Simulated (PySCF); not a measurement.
Species: C6H10.
SMILES: `C=CC1CCC1`

Computed, not measured: TDDFT CAM-B3LYP/def2-SVPD, vertical, gas phase, core orbitals frozen in the response in PySCF 2.14.0, density-fitted response routines. Isolated species at its PBE0-D3(BJ)/def2-SVP geometry (one conformer only). Torsions of this conformer, `[CH2:1]=[CH:2][CH:3]1[CH2:4][CH2:5][CH2:6]1`: C1–C2–C3–C4 -128°.

Broadening: Gaussians 0.3 eV wide at half height, area fixed by f = 4.319×10⁻⁹ ∫ε dν̃. The cross-section is σ = 3.8235×10⁻²¹ ε cm², given in Mb (10⁻¹⁸ cm²). The width is an assumption, not a result. The curve ends short of the highest state used, and states not computed would add to its high-energy end.

(E (eV), σ (Mb)): (6.75, 0.40), (6.80, 1.47), (6.84, 3.73), (6.89, 10.41), (6.94, 24.94), (6.99, 51.27), (7.04, 90.50), (7.09, 137.22), (7.14, 178.74), (7.19, 200.13), (7.23, 196.52), (7.28, 167.78), (7.33, 123.31), (7.38, 78.07), (7.43, 42.61), (7.48, 20.08), (7.53, 8.21), (7.58, 3.01), (7.63, 1.19), (7.67, 0.86), (7.72, 1.03), (7.77, 1.42), (7.82, 1.79), (7.87, 1.94), (7.92, 1.82), (7.97, 1.48), (8.02, 1.07), (8.06, 0.78), (8.11, 0.57), (8.16, 0.56)

**Question.** Locate the maxima and give the states behind the curve.

**Answer.** 172 nm (7.20 eV), ε about 53000, made up of S1 (91%); 157 nm (7.87 eV), ε about 510, made up of S5 (99%) (ε in L mol⁻¹ cm⁻¹; maxima over ε = 5, shares over 10%). At its high-energy end, 8.16 eV, the curve is still rising (ε about 150, from S5, S6 and S7). The states used: S1 7.20 eV (f 0.532); S2 7.26 eV (f 0.060); S3 7.50 eV (f 0.0000); S4 7.81 eV (f 0.0000); S5 7.87 eV (f 0.0056); S6 8.18 eV (f 0.0005); S7 8.47 eV (f 0.012); S8 8.53 eV (f 0.0018); S9 8.63 eV (f 0.0095); S10 8.76 eV (f 0.039).

**Question.** What would ε be at 7.20 eV, the highest of these maxima, with half the width (0.15 eV)?

**Answer.** About 102000 L mol⁻¹ cm⁻¹ against 52600, a factor of about 1.9; a lone state at its own centre would give exactly 2.

The vertical ionisation energy (ΔSCF) is 9.41 eV, 0.64 eV above S10.

The run took 62 s on Arm Neoverse V2, one thread, no GPU, shared host.
